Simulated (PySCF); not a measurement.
Si2 at PBE0

Computed with PBE0; PySCF, no relativity, basis sets Si def2-TZVP.

- state: ³Σg⁻ (triplet), unpaired electrons π ↑↑
- bond length: 2.255 Å
- harmonic wavenumber: 519 cm⁻¹
- force constant: 2.22 mdyn/Å
- rotational constant Be: 0.2371 cm⁻¹
- anharmonicity ωexe: 1.70 cm⁻¹
- vibration–rotation constant αe: 0.00119 cm⁻¹
- well depth De to Si + Si: 77.1 kcal/mol
- dissociation energy D0: 76.3 kcal/mol
- bond order (Mayer): 1.95

The state was picked by a PBE0 search and need not be the measured ground state.
